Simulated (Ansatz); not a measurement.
Born–Oppenheimer molecular dynamics of BH6NO (9 atoms, charge 0, multiplicity 1). It starts at the highest image of a converged band, a first-order saddle point between two minima.

Level of theory: RKS PBE0-D4/6-31G* (Ansatz 0.2.0).

* ensemble: NVE (velocity Verlet)
* time step: 0.5 fs
* steps asked: 200
* starting velocities drawn for: 300 K
* seed: 6084

First frame:

```xyz
9
Properties=species:S:1:pos:R:3
B -0.039 0.214 0.250
N -0.003 0.058 1.805
H -0.740 -0.491 2.232
H 0.889 -0.195 2.217
H 1.015 0.008 -0.291
H -1.030 -0.261 -0.253
O -0.237 1.819 0.409
H -1.136 2.067 0.150
H -0.229 1.380 1.488
```

Question: How far do the bonds stretch over the last three quarters of this one trajectory? (Pairs bonded in most of those frames.)

Answer: 
| bond | mean (Å) | spread (Å) | shortest | longest |
| --- | --- | --- | --- | --- |
| B1–N2 | 1.419 | 0.035 | 1.37 | 1.49 |
| B1–H5 | 1.204 | 0.029 | 1.15 | 1.26 |
| B1–H6 | 1.209 | 0.022 | 1.17 | 1.25 |
| N2–H3 | 1.011 | 0.003 | 1.00 | 1.02 |
| N2–H4 | 1.011 | 0.006 | 1.00 | 1.02 |
| O7–H8 | 0.967 | 0.012 | 0.95 | 0.99 |
| O7–H9 | 0.969 | 0.006 | 0.96 | 0.99 |

Pairs bonded in part of these frames only: B1–O7 13 %.

Mean temperature of the second half: 454 K. The conserved energy stayed within 0.11 meV per atom of its start (net change 0.039 meV per atom), so the integration is sound. The kinetic energy rose, since the run started high on the potential surface and went downhill. It ends in pieces (BH4N + H2O), so much of that is their flight and rotation, not heat. A run of 0.1 ps of so small a system gives no equilibrium averages. The orbitals stay closed-shell, which can raise the energy where a bond breaks towards radicals; this wasn't checked here.

The run took 5 min on 1 thread of Arm Neoverse V1 (shared host), peak memory 0.1 GiB.
